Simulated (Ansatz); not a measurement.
This geometry of C₂H₅ClO₂ (10 atoms, charge 0, multiplicity 1) is a first-order saddle point.

Method: RKS PBE0-D4/cc-pVDZ in Ansatz 0.2.0.

```xyz
10
Properties=species:S:1:pos:R:3
C -0.344 -1.212 0.579
O -0.174 -0.487 -0.633
C -0.063 0.872 -0.447
O 1.106 1.254 0.151
Cl -0.226 1.589 -2.106
H -0.355 -0.547 1.457
H 0.486 -1.925 0.699
H -1.292 -1.770 0.532
H -0.883 1.299 0.151
H 1.827 0.876 -0.378
```

(1) Which two structures does it join? (They come from a converged band through this point; their orientation in space is the band's.)

(2) How far does it lie above each of them?

Results:

(1) No bond is made or broken. The dihedral H6–C1–O2–C3 goes from 62 to -60°. The two ends are copies of one structure, up to a mirror image or an exchange of like atoms.

Initial state:

```xyz
10
Properties=species:S:1:pos:R:3
C -0.586 -1.078 0.621
O -0.516 -0.304 -0.564
C 0.150 0.887 -0.367
O 1.496 0.739 -0.175
Cl -0.207 1.881 -1.841
H -1.148 -0.546 1.411
H 0.418 -1.326 1.003
H -1.120 -2.000 0.359
H -0.237 1.458 0.492
H 1.833 0.238 -0.935
```

Final state:

```xyz
10
Properties=species:S:1:pos:R:3
C -0.168 -1.233 0.594
O 0.032 -0.542 -0.627
C -0.171 0.815 -0.494
O 0.804 1.450 0.224
Cl -0.264 1.450 -2.190
H 0.519 -0.876 1.379
H 0.026 -2.292 0.387
H -1.209 -1.118 0.950
H -1.134 1.060 -0.019
H 1.649 1.236 -0.200
```

(2) 1.8 kcal/mol above the first and 1.8 kcal/mol above the second. This is the barrier of this one path; another mechanism may lie lower.

The run took 65 s on 2 threads of Arm Neoverse V1 (shared host), peak memory 0.21 GiB.
